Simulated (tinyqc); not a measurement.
The basis set: RHF and MP2 along a ladder of basis sets, for LiH, spin multiplicity 1. Computed by the program tinyqc with PySCF. 

Geometry (angstrom):
```
atom       x       y       z
Li    0.0000  0.0000  0.0000
H     0.0000  0.0000  1.4820
```

Same geometry throughout; the dipole is taken about the origin.

RHF and frozen-core MP2 in a ladder of bases:
```
basis    functions  E(RHF) (hartree)  E(MP2 corr) (hartree)  HOMO (eV)  LUMO (eV)  dipole (debye)
sto-3g           6          -7.86321               -0.01187     -8.027      2.153           4.834
3-21g           11          -7.92626               -0.01224     -8.296      0.152           5.659
6-31g           11          -7.97606               -0.01212     -8.348      0.321           5.705
6-31g**         19          -7.97818               -0.02051     -8.334      0.321           5.670
cc-pvdz         19          -7.98109               -0.02259     -8.344      0.098           5.715
cc-pvtz         44          -7.98442               -0.02741     -8.363      0.054           5.726
```

From cc-pVDZ to cc-pVTZ the RHF energy falls by 3.3 mhartree and the correlation energy by 4.8. If valence correlation converges as X^-3, (27 E(T) - 8 E(D))/19 gives -0.0294 hartree, a rough estimate from such small X that usually falls short; STO-3G holds about 40 % of it. Beyond STO-3G the LUMO moves by 0.3 eV and the HOMO by 0.1 eV.
